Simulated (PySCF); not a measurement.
# SiH⁻ (triplet) at other levels of theory

Aim: see what other levels and later steps give for SiH⁻ (triplet).

The runs use PySCF 2.14.0; each script names its method and basis.

**1. Where the work starts**

SiH⁻ (triplet): 2 atoms, charge -1, spin multiplicity 3.

Bond lengths: Si1–H2 1.458 Å.

**2. The run that the others are compared with**

Input file input.py:

```python
from pyscf import gto, scf, mcscf

mol = gto.M(
    atom='Si 0 0 0; H 0 0 1.458',
    basis='cc-pvtz-dk',
    charge=-1,
    spin=2,
    verbose=4,
)
mf = scf.ROHF(mol)
mf = mf.sfx2c1e()
mf.kernel()
mc = mcscf.CASCI(mf, 3, 2)
mc.kernel()
mc.analyze()
mf.dip_moment()
print('orbital energies (hartree):', mf.mo_energy[..., max(0, mol.nelec[1]-3):mol.nelec[0]+3].round(4))
```

Command:

```bash
> OMP_NUM_THREADS=1 python input.py
```

**3. TDHF (UHF)**

Edit 1 changes step after the SCF: casci → tddft; SCF type: ROHF → UHF; number of roots: none → 6.

Input file input.py:

```python
from pyscf import gto, scf, tdscf

mol = gto.M(
    atom='Si 0 0 0; H 0 0 1.458',
    basis='cc-pvtz-dk',
    charge=-1,
    spin=2,
    verbose=4,
)
mf = scf.UHF(mol)
mf = mf.sfx2c1e()
mf.kernel()
td = tdscf.TDHF(mf)
td.nstates = 6
td.kernel()
td.analyze()
mf.dip_moment()
print('orbital energies (hartree):', [e[max(0, n-3):n+3].round(4) for e, n in zip(mf.mo_energy, mol.nelec)])
```

**4. CISD**

Edit 2 changes step after the SCF: casci → cisd; frozen orbitals: none → 5.

input.py, as its differences from that of step 2:

```diff
@@ -1,2 +1,2 @@
-from pyscf import gto, scf, mcscf
+from pyscf import gto, scf, ci
 
@@ -12,5 +12,3 @@
 mf.kernel()
-mc = mcscf.CASCI(mf, 3, 2)
-mc.kernel()
-mc.analyze()
+ci.CISD(mf, frozen=5).kernel()
 mf.dip_moment()
```

**5. Frequency run (UHF)**

Edit 3 changes step after the SCF: casci → frequency; SCF type: ROHF → UHF.

Input file input.py:

```python
from pyscf import gto, scf
from pyscf.hessian import thermo

mol = gto.M(
    atom='Si 0 0 0; H 0 0 1.458',
    basis='cc-pvtz-dk',
    charge=-1,
    spin=2,
    verbose=4,
)
mf = scf.UHF(mol)
mf = mf.sfx2c1e()
mf.kernel()
hess = mf.Hessian().kernel()
print('wavenumber (cm^-1) =', thermo.harmonic_analysis(mol, hess)['freq_wavenumber'].round(1))
mf.dip_moment()
print('orbital energies (hartree):', [e[max(0, n-3):n+3].round(4) for e, n in zip(mf.mo_energy, mol.nelec)])
```

**6. RHF**

Edit 4 changes SCF type: ROHF → RHF.

input.py, as its differences from that of step 2:

```diff
@@ -9,3 +9,3 @@
 )
-mf = scf.ROHF(mol)
+mf = scf.RHF(mol)
 mf = mf.sfx2c1e()
```

**7. Gradient**

Edit 5 changes step after the SCF: casci → gradient.

input.py, as its differences from that of step 2:

```diff
@@ -1,2 +1,2 @@
-from pyscf import gto, scf, mcscf
+from pyscf import gto, scf
 
@@ -12,5 +12,3 @@
 mf.kernel()
-mc = mcscf.CASCI(mf, 3, 2)
-mc.kernel()
-mc.analyze()
+mf.nuc_grad_method().kernel()
 mf.dip_moment()
```

Q: Predict the outcome of this session. Wanted: for each run, E(SCF); from base; gap, α spin; after the SCF.

The runs gave:

```
                run  E(SCF) (hartree)  from base (eV)  cycles  gap, α spin (eV)                            after the SCF
               base       -290.051662               0       8               n/a                                      n/a
         TDHF (UHF)       -290.058103         -0.1753      10             11.15                lowest root found 3.26 eV
               CISD       -290.051662          0.0000       8               n/a  CISD correlation -3.234 eV, core frozen
frequency run (UHF)       -290.058103         -0.1753      10             11.15                   highest mode 2352 cm⁻¹
                RHF       -290.051662          0.0000       8               n/a                                      n/a
           gradient       -290.051662          0.0000       8               n/a                                      n/a
```

In words: The SCF energy stays the same, to the digits that matter, with RHF. The dearest run is “frequency run (UHF)”, at 5.4 s against 1 s.
